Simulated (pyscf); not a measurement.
F–GeH•–F (SMILES [F][GeH][F]) + H₂ (SMILES [H][H]) → F–Ge:–F (SMILES [F][Ge][F]) [singlet] + H₂ (SMILES [H][H]) + H• (SMILES [H]) (concerted fragmentation; doublet surface; Ge–H, H–H broken, H–H formed). Structures and frequencies: ωB97X-D3(BJ)/def2-SVP in PySCF. Energies in kcal/mol from the separated reactants.

```tsv
level	barrier	reaction energy
ωB97X-D3(BJ)/def2-TZVP	37.5	+31.2
PBE/def2-TZVP	30.8	+28.9
PBE0-D3(BJ)/def2-TZVP	34.8	+31.9
M06-2X/def2-TZVP	(withheld)	(withheld)
ωB97M-D3(BJ)/def2-TZVP	35.5	+29.3
HF/def2-TZVP	(withheld)	+29.0
```

Question: Some entries are withheld; supply them.

Answer: 
- M06-2X/def2-TZVP, barrier: 42.5
- M06-2X/def2-TZVP, reaction energy: +34.3
- HF/def2-TZVP, barrier: 45.6

The functionals in the table span 11.7 kcal/mol in this barrier, from PBE to M06-2X. The same reactants have a lower exit, to F–GeH₂–F + H• (barrier +23.9 kcal/mol at ωB97M-D3(BJ)/def2-TZVP, against +35.5 kcal/mol here). One saddle was located; it need not be the lowest between these sides. Elements up to Kr have no core potential and no relativistic terms here.
